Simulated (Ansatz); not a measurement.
Ligand exchange: CH3Na + C3H6F2 → NaF + C4H9F

Gas-phase species: CH3Na `[CH3][Na]`, singlet; C3H6F2 `FCCCF`, singlet; NaF, singlet; C4H9F (1-fluorobutane) `CCCCF`, singlet. The partners trade CH3 for F: Na–CH3 and C–F bonds give way to Na–F and C–CH3.

Shapes, held fixed at every level: PBE0-D4/def2-TZVP. Flexible molecules stand in one conformer, not always the lowest. Programs: Ansatz 0.2.0. Electronic energies: no zero-point or thermal term.

(1) Estimate ΔE of this reaction.

Results:

(1) The highest level, CCSD(T)/def2-TZVPP, gives ΔE = -236.1 kJ/mol; the levels span -249.5 to -232.6. The column of differences is taken from that level and isn't an error. No measured value is set beside it here. Outer-core shells of Na are correlated, in sets that cover them unevenly. Sets without diffuse functions underbind ionic bonds of s-block metals.

```json
{"level": "HF/def2-TZVPP", "kind": "Hartree–Fock", "ΔE (kJ/mol)": "-239.8", "less CCSD(T)/def2-TZVPP": "-3.7"}
{"level": "PBE0-D4/def2-TZVPP", "kind": "global hybrid", "ΔE (kJ/mol)": "-233.5", "less CCSD(T)/def2-TZVPP": "+2.6"}
{"level": "wB97M-V/def2-TZVPP", "kind": "range-separated hybrid", "ΔE (kJ/mol)": "-232.6", "less CCSD(T)/def2-TZVPP": "+3.5"}
{"level": "wB97X-V/def2-TZVPP", "kind": "range-separated hybrid", "ΔE (kJ/mol)": "-242.1", "less CCSD(T)/def2-TZVPP": "-6.0"}
{"level": "B2PLYP/def2-TZVPP", "kind": "double hybrid", "ΔE (kJ/mol)": "-234.2", "less CCSD(T)/def2-TZVPP": "+1.9"}
{"level": "MP2/def2-TZVPP", "kind": "perturbation theory", "ΔE (kJ/mol)": "-249.5", "less CCSD(T)/def2-TZVPP": "-13.4"}
{"level": "CCSD(T)/def2-TZVPP", "kind": "coupled cluster or CI", "ΔE (kJ/mol)": "-236.1", "less CCSD(T)/def2-TZVPP": "0.0"}
```
